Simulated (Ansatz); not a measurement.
# Si2BH7: a ladder of functionals and wavefunction methods

Aim: compute Si2BH7 with functionals from several rungs and with coupled cluster, and see how far each lands from CCSD(T) at the basis-set limit for the atomisation energy.

Computed with Ansatz 0.2.0, Gaussian basis. Level: functionals in def2-TZVPP, the program's frozen cores in correlated methods.

Levels to be run: LDA (SPW92), PBE-D4, revPBE-D4, BLYP-D4, r2SCAN-D4, B97M-V, PBE0-D4, B3LYP-D4, r2SCANh-D4, r2SCAN0-D4, HSE06-D4, BHLYP-D4, CAM-B3LYP-D4, LC-ωPBE, ωB97X-V, ωB97M-V, B2PLYP, PBE-QIDH; CCSD(T)/def2-SVP; CCSD(T)/def2-TZVPP; MP2/def2-QZVPP; extrapolation to the limit; RPA on PBE.

1 further run of the same task is left out (it didn't finish).

**1. The relaxed structure**

All runs share one geometry, relaxed beforehand with PBE0-D4 in a triple-zeta def2 set.

SMILES `B[SiH2][SiH3]`, 10 atoms, charge 0, spin multiplicity 1.

Atoms are counted from 1 here; the program's logs count them from 0.

Bond lengths: B1–Si2 1.988 Å, B1–H4 1.195 Å, B1–H5 1.195 Å, Si2–Si3 2.356 Å, Si2–H6 1.490 Å, Si2–H7 1.490 Å, Si3–H8 1.487 Å, Si3–H9 1.487 Å, Si3–H10 1.488 Å. Angles: Si2–B1–H4 120.9°, Si2–B1–H5 120.8°, H4–B1–H5 118.0°, B1–Si2–Si3 102.8°, B1–Si2–H6 114.8°, B1–Si2–H7 114.9°, Si3–Si2–H6 107.3°, Si3–Si2–H7 107.3°, H6–Si2–H7 109.1°, Si2–Si3–H8 110.4°, Si2–Si3–H9 110.5°, Si2–Si3–H10 110.0°, H8–Si3–H9 108.5°, H8–Si3–H10 108.7°, H9–Si3–H10 108.7°.

As a file:

```
B    -1.6256    0.4905   -0.8323
Si    0.3003    0.8449   -0.4869
Si    0.9194   -0.9454    0.9138
H    -1.9684   -0.2203   -1.7302
H    -2.4667    0.8978   -0.0868
H     0.5798    2.1051    0.2564
H     1.1742    0.7858   -1.6917
H     0.7304   -2.2427    0.2112
H     0.0897   -0.9510    2.1483
H     2.3499   -0.8160    1.3013
```

**2. LDA**

This LDA is Slater exchange with PW92 correlation.

File in.yaml:

```yaml
crystal:
  periodic: [false, false, false]
  atoms:
    - {symbol: B, position_ang: [-1.625591, 0.490499, -0.832325]}
    - {symbol: Si, position_ang: [0.300285, 0.844917, -0.486932]}
    - {symbol: Si, position_ang: [0.919375, -0.945447, 0.913828]}
    - {symbol: H, position_ang: [-1.968379, -0.220280, -1.730242]}
    - {symbol: H, position_ang: [-2.466670, 0.897777, -0.086815]}
    - {symbol: H, position_ang: [0.579811, 2.105142, 0.256397]}
    - {symbol: H, position_ang: [1.174161, 0.785802, -1.691732]}
    - {symbol: H, position_ang: [0.730395, -2.242698, 0.211173]}
    - {symbol: H, position_ang: [0.089681, -0.950975, 2.148349]}
    - {symbol: H, position_ang: [2.349933, -0.816036, 1.301300]}
basis:
  gaussian: {orbitals: def2-TZVPP}
hamiltonian: {xc: lda}
output: {orbitals: {seedname: orbitals}}
```

The run is started by

```console
> ansatz run in.yaml --threads 2 --pin off --events-out ev --progress --plain --max-ram 4352MiB
```

Further steps of the session: PBE-D4 (GGA); revPBE-D4 (GGA); BLYP-D4 (GGA); r2SCAN-D4 (meta-GGA); B97M-V (meta-GGA); PBE0-D4 (hybrid); B3LYP-D4 (hybrid); r2SCANh-D4 (hybrid); r2SCAN0-D4 (hybrid); HSE06-D4 (hybrid); BHLYP-D4 (hybrid); CAM-B3LYP-D4 (range-separated); LC-ωPBE (range-separated); ωB97X-V (range-separated); ωB97M-V (range-separated); B2PLYP (double hybrid); PBE-QIDH (double hybrid); CCSD(T) in def2-SVP; CCSD(T) in def2-TZVPP; MP2 in def2-QZVPP; RPA on PBE orbitals.

**Question.** What will the summary of the whole plan be? Wanted: atomisation energy, CCSD(T)/CBS; farthest beyond LDA; mean size of error, GGA; mean size of error, meta-GGA; mean size of error, hybrid; mean size of error, range-separated; mean size of error, double hybrid; gap, smallest and largest; T1 diagnostic.

**Answer**, as computed:

```
                               quantity                                                 value
        atomisation energy, CCSD(T)/CBS                                        701.0 kcal/mol
functionals within 3.5 kcal/mol (0.5 %)  r2SCAN-D4, r2SCANh-D4, r2SCAN0-D4, BHLYP-D4, ωB97M-V
                    farthest beyond LDA                            revPBE-D4 (-13.6 kcal/mol)
                mean size of error, GGA                                          8.4 kcal/mol
           mean size of error, meta-GGA                                          5.9 kcal/mol
             mean size of error, hybrid                                          2.7 kcal/mol
    mean size of error, range-separated                                          5.3 kcal/mol
      mean size of error, double hybrid                                          7.1 kcal/mol
              gap, smallest and largest             3.29 eV (LDA (SPW92)), 10.27 eV (LC-ωPBE)
                          T1 diagnostic                                                0.0142
triples share of the correlation energy                                                 3.2 %
```

The LDA atomisation energy is off by 67.9 kcal/mol (10 %): it overbinds. PBE-D4 misses by -5.5 kcal/mol. Double hybrids carry the basis error of their MP2 part in triple zeta, and no dispersion term here, so their miss is partly the set-up's. By mean error the best rung here is hybrid (2.7 kcal/mol) and the worst beyond LDA is GGA (8.4 kcal/mol). Misses under about 3.5 kcal/mol are within the doubt on the reference itself, which lacks core-valence correlation, relativity and higher excitations. Hartree-Fock recovers 78 % of the binding; the rest is correlation. CCSD(T) in def2-SVP is off by -40.1 kcal/mol, so the small basis spoils what the method gains. The gap grows from 3.3 to 10.3 eV across the functionals, mostly with the share of exact exchange.
